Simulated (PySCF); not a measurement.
## Electric field gradients and quadrupole coupling constants

Compound: C5H6O.
Geometry (GFN2-xTB, Å), atoms numbered from 1 in this order:
```
atom  x, y, z in Å
C1     2.3912   -0.2934   -0.1475
C2     1.2529   -0.0458    0.1261
C3    -0.1365    0.2573    0.4249
C4    -1.0145   -0.9855    0.2434
C5    -0.5634    1.3445   -0.5379
O6    -0.8544    2.4633   -0.2301
H7     3.3942   -0.5135   -0.3623
H8    -0.2109    0.6353    1.4506
H9    -0.6858   -1.7735    0.9167
H10   -2.0525   -0.7458    0.4625
H11   -0.9445   -1.3528   -0.7786
H12   -0.5747    1.0094   -1.5937
```

Field gradients from the PBE0/pcSseg-1 density (PySCF, non-relativistic), principal values in atomic units, ordered |Vxx| ≤ |Vyy| ≤ |Vzz|:

```json
{"atom": "O6", "Vxx": "0.4055", "Vyy": "1.6593", "Vzz": "-2.0648"}
```

Q: Find the asymmetry η = (Vxx − Vyy)/Vzz and the couplings χ = eQV/h (234.96 MHz × Q in barn × V in au), with Q(17O) = −0.0256 b.

A: 
```tsv
atom	environment	nucleus	η	χzz (MHz)	χxx (MHz)	χyy (MHz)
O6	aldehyde oxygen	17O	0.61	12.42	-2.44	-9.98
```

Q: What is Vzz at O6 in SI units (1 au = 9.71736 × 10²¹ V/m²)?

A: -2.0648 au = -20.064 × 10²¹ V/m².

Q: And the gradient at the other heavy atoms, for which no coupling is worked out here?

A: 
```tsv
atom	environment	Vzz (au)	η
C1	terminal alkyne carbon	-0.283	0.16
C2	alkyne carbon	-0.281	0.03
C3	sp3 carbon next to a carbonyl	0.126	0.53
C4	methyl carbon	0.132	0.03
C5	aldehyde carbon	0.557	0.10
```

Were the hydrogens deuterons (Q(2H) = 0.00286 b), χzz would run from 180 kHz (H12) to 266 kHz (H7).

Geometry: GFN2-xTB, one conformer, isolated molecule. GFN2-xTB bond lengths can be off by several hundredths of an ångström, more for odd bonds, and the gradients follow them. A larger basis could move these couplings by a tenth or more.
